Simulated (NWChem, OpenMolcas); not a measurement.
CH2O2 (formic acid): a line through the functionals

CH2O2: 5 atoms, total charge 0, spin state singlet. SMILES: `O=CO`. Geometry: relaxed at PBE0-D4/def2-TZVP. This is one conformer, not always the lowest.

The HOMO–LUMO gap y, in eV, basis cc-pVTZ; a is the functional's share of exact exchange. Programs: NWChem 7.3.0, OpenMolcas 26.06.

| functional | program | a | y (eV) |
| --- | --- | --- | --- |
| BLYP | OpenMolcas | 0 | 5.60 |
| PBE | NWChem | 0 | 5.58 |
| B3LYP | OpenMolcas | 0.2 | 7.91 |
| PBE0 | OpenMolcas | 0.25 | ? |
| BHLYP | OpenMolcas | 0.5 | 11.43 |

Problem. Fit y = c + s·a to the known rows and predict PBE0.

Solution. 
1. Means of the 4 rows: a = 0.1750, y = 7.630.
2. Σ(Δa)² = 0.1675, Σ(Δa·Δy) = 1.956, so the slope is 1.956/0.1675 = 11.678.
3. Intercept: 7.630 − (11.678) × 0.1750 = 5.586. The largest residual of the fit is 0.014.
4. PBE0: 5.586 + (11.678) × 0.25 = 8.51 eV.

The run gave 8.48 eV, so the prediction is off by +0.03 eV, more than the scatter of the fit. Exact exchange lowers occupied levels and raises empty ones.
